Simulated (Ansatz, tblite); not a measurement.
Cost and result up the ladder for the cluster P₄ (4 atoms). The state is a singlet with charge 0. Geometry: B3LYP-D4/def2-TZVP.

```xyz
4

P     1.2629    0.3722    0.2948
P     0.0170   -0.8737   -1.0280
P    -0.7202    1.0873   -0.3457
P    -0.5597   -0.5858    1.0789
```

Ansatz on 4 threads of Arm Neoverse V1 on a shared host; xTB runs through tblite on one thread. Times are rough, summed over both states, and most runs start from the orbitals of an earlier one. RPA@PBE/def2-TZVP serves as the yardstick here, not as an exact answer. Differences are given only for rows in sets of like size (and for xTB, whose basis is part of the method), since another set adds its own error. The other state is a quintet at its own geometry, which has other bonds, so the gap mixes isomer and spin.

The xTB rows come from tblite. LC-ωPBE has ω = 0.4 bohr⁻¹. B3LYP takes the VWN-RPA correlation. Correlated methods freeze 20 core orbitals. The structure comes from a short search, and lower isomers may exist.

Correlated methods converge slowly with the basis.

xTB has no spin-polarisation term.

| level | functions | wall time | quintet − singlet (eV) | difference from RPA@PBE/def2-TZVP (eV) |
| --- | --- | --- | --- | --- |
| GFN1-xTB | 36 | 0.007 s | 5.02 | 1.04 |
| GFN2-xTB | 36 | 0.007 s | 4.08 | 0.10 |
| HF/6-31G | 52 | 0.85 s | -0.51 | – |
| B3LYP-D4/6-31G | 52 | 1.6 s | 1.78 | – |
| LDA (SPW92)/def2-TZVP | 148 | 2.5 s | 4.65 | 0.67 |
| PBE-D4/def2-TZVP | 148 | 3.2 s | 4.10 | 0.12 |
| BLYP-D4/def2-TZVP | 148 | 3.8 s | 3.70 | -0.27 |
| LC-ωPBE/def2-TZVP | 148 | 5.5 s | 3.94 | -0.03 |
| HF/def2-TZVP | 148 | 5.6 s | 2.11 | -1.87 |
| MP2/def2-TZVP | 148 | 5.7 s | 4.80 | 0.82 |
| PBE0-D4/def2-TZVP | 148 | 6 s | 4.03 | 0.05 |
| RPA@PBE/def2-TZVP | 148 | 6.2 s | 3.97 | 0.00 |
| CAM-B3LYP-D4/def2-TZVP (with forces) | 148 | 7.1 s | 3.74 | -0.23 |
| r2SCAN-D4/def2-TZVP | 148 | 9.4 s | 3.93 | -0.04 |
